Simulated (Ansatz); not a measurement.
# Hexafluoroethane (C₂F₆): up Jacob's ladder to CCSD(T)

The task here is to estimate one member of a computed series from the others.

Program: Ansatz 0.2.0, Gaussian basis. Level of theory: functionals in def2-TZVPP, the program's frozen cores in correlated methods. These are calculated values, not measurements.

The runs, in order: LDA (SPW92), PBE-D4, revPBE-D4, BLYP-D4, r2SCAN-D4, B97M-V, PBE0-D4, B3LYP-D4, r2SCANh-D4, r2SCAN0-D4, HSE06-D4, BHLYP-D4, CAM-B3LYP-D4, LC-ωPBE, ωB97X-V, ωB97M-V, B2PLYP, PBE-QIDH; CCSD(T)/def2-SVP; CCSD(T)/def2-TZVPP; MP2/def2-QZVPP; extrapolation to the limit; RPA on PBE.

## The relaxed structure

All runs share one geometry, relaxed beforehand with PBE0-D4 in a triple-zeta def2 set.

8 atoms, charge 0, spin multiplicity 1.

Atoms are counted from 1 here; the program's logs count them from 0.

Bond lengths: F1–C2 1.325 Å, C2–F3 1.325 Å, C2–F4 1.325 Å, C2–C5 1.549 Å, C5–F6 1.325 Å, C5–F7 1.325 Å, C5–F8 1.325 Å. Angles: F1–C2–F3 109.1°, F1–C2–F4 109.1°, F1–C2–C5 109.8°, F3–C2–F4 109.1°, F3–C2–C5 109.8°, F4–C2–C5 109.8°, C2–C5–F6 109.8°, C2–C5–F7 109.8°, C2–C5–F8 109.8°, F6–C5–F7 109.1°, F6–C5–F8 109.1°, F7–C5–F8 109.1°.

The first run:

The input, in.yaml:

```yaml
crystal:
  periodic: [false, false, false]
  atoms:
    - {symbol: F, position_ang: [1.070713, -0.778979, 1.148129]}
    - {symbol: C, position_ang: [0.674864, -0.403717, -0.059497]}
    - {symbol: F, position_ang: [1.611411, 0.357770, -0.606208]}
    - {symbol: F, position_ang: [0.496497, -1.479876, -0.811788]}
    - {symbol: C, position_ang: [-0.651817, 0.389442, 0.045546]}
    - {symbol: F, position_ang: [-0.473077, 1.466370, 0.796646]}
    - {symbol: F, position_ang: [-1.048418, 0.763457, -1.162219]}
    - {symbol: F, position_ang: [-1.587972, -0.371567, 0.593589]}
basis:
  gaussian: {orbitals: def2-TZVPP}
hamiltonian: {xc: lda}
output: {orbitals: {seedname: orbitals}}
```

Started as:

```console
$ ansatz run in.yaml --threads 2 --pin off --events-out ev --progress --plain --max-ram 32768MiB --backend cpu
```

Among the steps run: LDA; PBE-D4 (GGA); revPBE-D4 (GGA); BLYP-D4 (GGA); r2SCAN-D4 (meta-GGA); B97M-V (meta-GGA); PBE0-D4 (hybrid); B3LYP-D4 (hybrid); r2SCANh-D4 (hybrid); r2SCAN0-D4 (hybrid); HSE06-D4 (hybrid); BHLYP-D4 (hybrid); CAM-B3LYP-D4 (range-separated); LC-ωPBE (range-separated); ωB97X-V (range-separated); ωB97M-V (range-separated); B2PLYP (double hybrid); PBE-QIDH (double hybrid).

One table of the session follows, with a row left open; its other results are not shown here.

It belongs to the step «Frontier levels by functional». 

```
  functional  HOMO (eV)  LUMO (eV)  gap (eV)
 LDA (SPW92)      -9.68       0.46     10.15
      PBE-D4      -9.41       0.88     10.29
   revPBE-D4      -9.30       1.05     10.35
     BLYP-D4      -9.41       0.95     10.37
   r2SCAN-D4      -9.87       1.34     11.21
      B97M-V     -10.04       1.46     11.50
     PBE0-D4     -11.33       2.16     13.49
    B3LYP-D4     -11.13       1.79     12.91
  r2SCANh-D4     -10.58       1.79     12.37
  r2SCAN0-D4          ?          ?         ?
    HSE06-D4     -10.91       1.77     12.68
    BHLYP-D4     -13.29       3.35     16.64
CAM-B3LYP-D4     -12.94       3.27     16.22
     LC-ωPBE     -14.13       4.69     18.81
     ωB97X-V     -13.82       4.61     18.43
     ωB97M-V     -13.73       4.31     18.04
```

Estimate the missing values for r2SCAN0-D4.

Worked estimate for «HOMO (eV)». Against the share of exact exchange, r2SCAN-D4 (0, -9.87), r2SCANh-D4 (0.1, -10.58) give a slope of -7.10 per unit share; at 0.25 the line stands at -11.64.

As computed: HOMO (eV): -11.65; LUMO (eV): 2.45; gap (eV): 14.09. In «HOMO (eV)» the line misses by +0.01.
